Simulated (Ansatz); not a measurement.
A nudged elastic band was laid between two geometries of H4Si + HO (7 atoms, charge 0, multiplicity 2).

Computed with Ansatz 0.2.0, UHF/6-31G*.

| Property | Result |
| --- | --- |
| movable images | 5 |
| climbing image | yes |
| spring | 5.0 eV/Å² |
| optimiser | quadratic models (default) |
| start path | through a guess of the saddle point |
| force threshold | 0.03 eV/Å |
| iteration limit | 60 |
| end points | relaxed |

Image 0:

```xyz
7
Properties=species:S:1:pos:R:3
Si -0.038 -0.058 -0.275
H -0.248 -0.378 1.154
H 1.409 0.023 -0.542
H -0.679 1.234 -0.577
H -0.642 -1.123 -1.096
O -0.076 -0.129 4.439
H -0.237 -0.371 3.525
```

Image 6:

```xyz
7
Properties=species:S:1:pos:R:3
Si -0.159 0.317 -0.442
H -0.034 0.342 3.373
H 1.292 0.238 -0.198
H -0.423 0.757 -1.830
H -0.825 -0.976 -0.187
O 0.170 -0.434 2.868
H -0.534 -1.044 3.044
```

Problem. Which bonds break or form, and what moves?

Solution. Bonds broken: Si1–H2. Bonds formed: H2–O6. H4Si + HO becomes H2O + H3Si.

Problem. What energy profile does the band end with?

Solution. It converged. The highest image is number 3 of 0 to 6, 1.02 eV above the first end and 1.32 eV above the last; the last end lies 0.30 eV below the first. Neighbouring images differ by up to 1.2 eV, so the band resolves the path poorly. A vibrational analysis at the climbing image gives one clearly imaginary mode, 2619i cm⁻¹: a first-order saddle point.

```csv
image,path coordinate (Å),energy (eV),Si1–H2 (Å),H2–O6 (Å)
0,0.00,0.00,1.48,3.30
1,1.13,0.00,1.48,3.34
2,2.26,0.04,1.47,2.53
3,3.38,1.02,1.68,1.26
4,4.47,-0.19,2.75,0.95
5,5.55,-0.27,3.44,0.95
6,6.64,-0.30,3.82,0.95
```

Problem. What is the geometry of the highest image?

Solution. 
```xyz
7
Properties=species:S:1:pos:R:3
Si 0.013 -0.019 0.047
H 0.059 -0.049 1.725
H 1.400 0.052 -0.444
H -0.755 1.160 -0.393
H -0.637 -1.254 -0.432
O 0.106 -0.103 2.981
H -0.700 -0.589 3.145
```

Time of the run: 35 s on 1 thread of Arm Neoverse V2 (shared host), peak memory 0.098 GiB.
